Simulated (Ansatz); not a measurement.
## B2H, quartet: the ladder up to full CI

Geometry: a PBE0/def2-TZVP stationary point for this spin, not checked as a minimum.

```xyz
3

B     0.0000    0.0000    0.1141
B     0.0000    0.0000   -1.4064
H     0.0000    0.0000    1.2923
```

Basis 6-31G; Ansatz 0.2.0. Correlated methods freeze the noble-gas cores, which leaves 7 electrons in 18 orbitals. Prefix R: restricted or restricted open-shell reference; prefix U: unrestricted. Active spaces: valence = (7e, 9o) chosen from the atoms' valence shells; pair = (5e, 5o) about the gap.

Full CI is exact within this basis and frozen core; it isn't the basis-set limit. The frozen core follows each run's orbitals, which can shift R against U totals by a few meV.

For open shells CISD and CISDTQ are restricted-active-space CI with the open shells as a complete middle space.

```
UHF ⟨S²⟩                          : 3.755
T1 diagnostic (RCCSD)             : 0.0213
largest doubles amplitude (RCCSD) : 0.097
T1 diagnostic (UCCSD)             : 0.0173
```

```
                   level  E − E(full CI) (kJ/mol)  share of correlation (%)  wall time
                     RHF                    231.4                      0.00          –
                     UHF                    227.5                      1.67          –
                    RMP2                     61.3                     73.49          –
                    UMP2                     60.3                     73.95          –
                    CISD                     13.0                     94.39     0.54 s
                   RCCSD                      7.4                     96.81          –
                   UCCSD                      7.3                     96.85          –
                RCCSD(T)                      2.3                     99.03     0.39 s
                UCCSD(T)                      2.2                     99.05     0.36 s
                 BCCD(T)                      2.3                     99.00      0.3 s
                  RCCSDT                      0.5                     99.77          –
                  UCCSDT                      0.5                     99.79          –
                  CISDTQ                      0.2                     99.92      3.7 s
               RCCSDT(Q)                      0.1                     99.94      1.6 s
               UCCSDT(Q)                      0.1                     99.96      1.4 s
                 RCCSDTQ                      0.0                     99.99       10 s
                 UCCSDTQ                      0.0                    100.01       10 s
     CASSCF (pair space)                    192.5                     16.82          –
     MRCISD (pair space)                     11.8                     94.91          –
   MRCISD+Q (pair space)                      1.2                     99.46     0.72 s
  CASSCF (valence space)                     64.9                     71.94          –
  NEVPT2 (valence space)                     19.9                     91.42      1.7 s
  MRCISD (valence space)                      1.4                     99.37          –
MRCISD+Q (valence space)                      0.5                     99.80        3 s
```

The correlation energy at full CI, counted from RHF, is -2.398 eV. That run took 2.9 s on 1 thread of Arm Neoverse V2, shared host over 331,072 determinants.

Times hold each run's SCF and search for its determinant on a shared host, so for small cases they say little of a method's own cost; they ran on 1 thread of Arm Neoverse V2.

The full-CI state has the irrep A2 of C2v, in the program's axes (one component, if the state is degenerate).

Natural occupations of full CI about the gap: 1.966 1.957 0.994 0.979 0.979 0.031 0.031 0.028 0.013 0.006; effectively unpaired electrons, Σ n²(2−n)², 3.02.
